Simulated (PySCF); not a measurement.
Calculated properties of `[BH3-][NH3+]`

BH6N.
SMILES with atom numbers: `[BH3-:1][NH3+:2]` (hydrogens: H3, H4, H5 on B1; H6, H7, H8 on N2)

From PBE0-D3(BJ)/def2-SVP geometry optimisation, gas phase (PySCF):

```
Point group                  : C3v
Rotational constants A, B, C : 72.718, 17.938, 17.938 GHz
```

From B3LYP/pcSseg-2 ground state and GIAO shieldings, non-relativistic (PySCF):

```
Dipole moment                                               : 5.47 D
HOMO energy                                                 : -7.58 eV
LUMO energy                                                 : -0.76 eV
HOMO–LUMO gap                                               : 6.82 eV
1H chemical shifts (computed TMS as zero) by class          : 2.71 (H6/H7/H8), 2.11 (H3/H4/H5) ppm
Isotropic shieldings of nuclei other than C and H, by class : 119 (B1), 221 (N2) ppm
```

B3LYP/pcJ-1 indirect spin-spin coupling, non-relativistic, gas phase (PySCF):

```
Largest of the computed one-bond spin–spin couplings (means over like bonds) : 11B–1H +110.7 (B1–H3 and 2 like it), 15N–1H -71.8 (N2–H6 and 2 like it), 15N–11B -2.2 (N2–B1) Hz
```

From delta-SCF UKS SCAN, pcX-2 on the ionised atom, pcseg-1 elsewhere, spin-free X2C (PySCF):

```
Core binding energies : B1s 193.9 (B1), N1s 408.2 (N2) eV
```

Monoisotopic mass (most abundant isotopes): 31.0593 u.

The rotational constants are those of a prolate symmetric top. A dipole of 5.47 D is allowed in C3v, and pure rotational transitions are dipole-allowed. The dipole equals about 18.2 × 10⁻³⁰ C·m (1 D = 3.33564 × 10⁻³⁰ C·m). With B = h/(8π²I), that is 505.379 GHz u Å² over I, the principal moments of inertia are 6.9, 28.2 and 28.2 u Å² (most abundant isotopes); the inertial defect Ic − Ia − Ib is -6.9 u Å² (zero for a rigid planar frame, negative otherwise).

